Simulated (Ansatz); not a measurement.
This Ansatz (an electronic-structure program) input (PBE0/STO-3G) gives -107.93434 Eh with 10 basis functions.

Ansatz 0.2 input:
```yaml
crystal:
  periodic: [false, false, false]
  atoms:
    - {symbol: N, position_ang: [-0.00000000, -0.00000000, -0.54544247]}
    - {symbol: N, position_ang: [0.00000000, 0.00000000, 0.54544247]}
basis:
  gaussian:
    orbitals: STO-3G
hamiltonian:
  xc: {name: PBE0}
magnetization: {spin_polarized: false}
```

Change:
```diff
- orbitals: STO-3G
+ orbitals: aug-cc-pVDZ
```

Task: What does the run give now?

Result: -109.41817 Eh (PBE0/aug-cc-pVDZ, 46 functions), a change of -1483.83 mEh.
